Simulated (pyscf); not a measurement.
A first-order saddle from PySCF, ωB97X-D3(BJ)/def2-SVP:

```xyz
9

O      0.0720    -0.0274    -1.0472
Si     0.1740     0.1741     0.6010
F      0.5564     1.7885     0.6045
H      0.4405     0.7354    -1.5108
H     -0.6735    -1.3068     0.7626
H      1.2895    -0.3316     1.4264
O     -1.4126     0.5052     1.4846
H     -1.4499    -0.5863     1.1438
H     -2.0052     1.2042     1.1682
```
Charge 0, spin multiplicity 1.

Surface: singlet, charge 0. Lowest wavenumbers (cm⁻¹): 1338i, 154, 299, 365, 414.

Q: Name the species on either side of this saddle.

A: `[OH][SiH2][F]` + `[OH2]` ⇌ `[OH][SiH]([OH])[F]` + `[H][H]`, a four-centre exchange read from left to right: H–Si, H–O broken and O–Si, H–H formed. At ωB97M-D3(BJ)/def2-TZVP it lies +1.20 eV from the left side and +2.29 eV from the right (each side as separated species at their lowest minima found). On the reactant side the descent ends in a complex (not fully relaxed), 0.18 eV under the separated species and 1.41 eV under the saddle at ωB97X-D3(BJ)/def2-TZVP. The same reactants have a lower exit, to HO–SiH₂–F + H₂O (barrier +0.85 eV at ωB97M-D3(BJ)/def2-TZVP, against +1.20 eV here). One saddle was located; it need not be the lowest between these sides.
